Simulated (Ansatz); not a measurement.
Input file for Ansatz (a first-principles code): U-CCSD(T)/cc-pVDZ on H (SMILES [H]), 2S+1 = 2.

Ansatz 0.2 input:
```yaml
crystal:
  periodic: [false, false, false]
  atoms:
    - {symbol: H, position_ang: [0.00000000, 0.00000000, 0.00000000]}
basis:
  gaussian:
    orbitals: cc-pVDZ
magnetization: {spin_polarized: true, initial_magnetization: 1}
correlation: {method: ccsd_t, electrons: outside_noble_gas}
scf: {omitted_lower_state_checks: [cluster_reference]}
```

Program output:

```
WARN ansatz: RAYON_NUM_THREADS=2 ignored (pool sized by the plan → 2); use --threads N
Functional definition: HF
these checks for a lower state are left out or cut short: cluster_reference
integrals: 0.00 GiB planned
15 factors; integrals over basis functions are off by at most 5.2e-7 eV
mean field: 0.03 GiB planned
mean field evaluation 1: about -13.5522 eV, gradient 1.6e0 eV
mean field evaluation 2: about -13.5522 eV, gradient 1.6e0 eV
mean field evaluation 4: about -13.5861 eV, gradient 1.4e-4 eV
mean field evaluation 8: about -13.5861 eV, gradient 3.7e-7 eV
mean field -13.58605748 eV, -0.4992784034 hartree, gradient 3.7e-7 eV, S^2 0.750000; 0 other end points of the search recorded, 0 dependent functions left out
reference -13.58605748 eV, -0.4992784034 hartree; 1, 0 occupied and 4, 5 virtual orbitals, 15 factors
second order 0.00000000 eV of doubles, -0.00000000 eV of singles
coupled cluster: 0.03 GiB planned
cycle   1  -0.00000000 eV  change  -4.3e-16 eV  update   2.3e-9
perturbative correction 0.00000000 eV, 0.0000000000 hartree
Total energy: -13.58605748 eV, -0.4992784034 hartree
Checks for a lower state left out: cluster_reference
```

Self-consistency was reached.

Cost: about 0.12 core-seconds (a rough figure).
